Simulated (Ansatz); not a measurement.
Start from `COC(C)(O)F` and change one atom or group to get `CC(O)(F)CF`.

Ansatz, PBE0-D4/def2-TZVP geometries, multiplicity 1. Each molecule was computed in one conformer, which needn't be the lowest.

```tsv
property	`COC(C)(O)F`
HOMO–LUMO gap (ωB97M-V/def2-TZVPP) / eV	13.15
HOMO energy (PBE0/def2-TZVPP) / eV	-8.20
size of the dipole moment (B3LYP/def2-TZVPP) / D	2.12
HOMO–LUMO gap (B3LYP/def2-TZVPP) / eV	8.70
LUMO energy (B3LYP/def2-TZVPP) / eV	0.73
HOMO–LUMO gap (PBE/def2-TZVPP) / eV	6.80
```

(1) What does the change do to each property? (An estimate is asked.)

## Answers

(1) The calculation gave: 
```
                                        property  `CC(O)(F)CF`  shift
         HOMO–LUMO gap (ωB97M-V/def2-TZVPP) / eV         14.00   0.85
              HOMO energy (PBE0/def2-TZVPP) / eV         -8.98  -0.78
size of the dipole moment (B3LYP/def2-TZVPP) / D          2.26   0.14
           HOMO–LUMO gap (B3LYP/def2-TZVPP) / eV          9.52   0.82
             LUMO energy (B3LYP/def2-TZVPP) / eV          0.76   0.03
             HOMO–LUMO gap (PBE/def2-TZVPP) / eV          7.48   0.68
```

Dipoles are sizes alone; their direction can turn.

B3LYP here is the variant with VWN-RPA as its local correlation; programs differ in this.
